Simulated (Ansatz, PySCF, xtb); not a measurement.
Bonds broken one at a time in the series In Cl-OH. Isolated molecules, 0 K electronic values unless said otherwise. One relaxed conformer stands for each flexible species; it need not be the lowest. Strings in code marks are SMILES.

Quantity: homolytic bond dissociation enthalpy at 298 K (no spin–orbit term), in kJ/mol. Thermal and zero-point terms are GFN2-xTB rigid-rotor harmonic values (xtb).

Level 1: ωB97X-D3(BJ)/def2-TZVP // B3LYP-D3(BJ)/def2-TZVP (PySCF)
Level 2: frozen-core MP2/def2-TZVPP // B3LYP-D3(BJ)/def2-TZVP (Ansatz, a quantum-chemistry and plane-wave program)
Level 3: B3LYP/6-31G* (LANL2DZ on In) // B3LYP-D3(BJ)/def2-TZVP (PySCF)
Level 4: PBE/6-31G* (LANL2DZ on In) // B3LYP-D3(BJ)/def2-TZVP (PySCF)

```
species                                                               level 1  level 2  level 3  level 4
--------------------------------------------------------------------  -------  -------  -------  -------
Cl–In bond of `[Cl][In]([Cl])[Cl]`, giving `[Cl]` and `[Cl][In][Cl]`    377.1    375.5    341.3    350.2
```
